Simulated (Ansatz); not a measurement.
hcp Cd

Level of theory: LDA (Ansatz, a program for electronic structure, plane waves, PAW).

Numerical settings: plane-wave cutoff 500 eV, 24×24×1 k mesh (along the axes of the cell as run), Fermi–Dirac smearing 0.1 eV, scalar-relativistic PAW data made under PBE.

Cell: relaxed at this level.

```
Item                                   Value
---------------------------------  ---------
surface energy of the (0001) face  0.39 J/m²
work function of the (0001) face     4.21 eV
```

The slab of 6 atoms is relaxed and unreconstructed.

The computed numbers hold no vibrational or temperature effects.
